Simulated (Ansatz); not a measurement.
`CC(C)(N)CN`, 18 atoms. Charge 0, multiplicity 1. Hardware: A = 2 threads of an AMD EPYC 7R13 on a shared host; B = 2 threads of an AMD EPYC 7R13 on a shared host and a share of an NVIDIA H100 80 GB. Correlated methods freeze the cores. Open-shell runs search over several starts.

Problem. Give the basis size and wall time and peak host memory of each of these runs in Ansatz. RKS PBE0-D4/def2-TZVPP energy [B]; RHF-MP2/def2-QZVPP energy [B]; UKS ωB97M-V/def2-TZVPP energy of the cation [B]; RHF-CCSD(T)/def2-TZVPP energy [B]; UKS B2PLYP (frozen core)/def2-TZVPP energy of the cation [B]; RKS PBE0-D4/def2-QZVPP energy [B]; RKS ωB97M-V/def2-TZVPP energy and forces [B]; UKS ωB97X-V/def2-TZVPP energy of the cation [B]; UKS PBE0-D4/def2-TZVPP energy of the cation [B]; RKS ωB97M-V/def2-SVP energy [A]; direct RPA on PBE orbitals/def2-TZVPP energy [B]; UKS PBE-D4/def2-TZVPP energy of the cation [B]. (An estimate is asked.)

Solution. The calculation gave: Other jobs shared the machine, so times are rough.

```csv
level,job,functions,wall time,peak host memory (GiB)
RKS ωB97M-V/def2-SVP,energy [A],144,11 s,0.52
RKS PBE0-D4/def2-QZVPP,energy [B],702,22 s,1.2
RKS PBE0-D4/def2-TZVPP,energy [B],354,22 s,0.86
UKS PBE-D4/def2-TZVPP,energy of the cation [B],354,24 s,0.92
direct RPA on PBE orbitals/def2-TZVPP,energy [B],354,25 s,1.7
RKS ωB97M-V/def2-TZVPP,energy and forces [B],354,25 s,0.96
UKS PBE0-D4/def2-TZVPP,energy of the cation [B],354,28 s,0.92
RHF-CCSD(T)/def2-TZVPP,energy [B],354,28 s,0.84
UKS B2PLYP (frozen core)/def2-TZVPP,energy of the cation [B],354,30 s,1.7
RHF-MP2/def2-QZVPP,energy [B],702,31 s,1.3
UKS ωB97M-V/def2-TZVPP,energy of the cation [B],354,39 s,1.2
UKS ωB97X-V/def2-TZVPP,energy of the cation [B],354,41 s,1.1
```
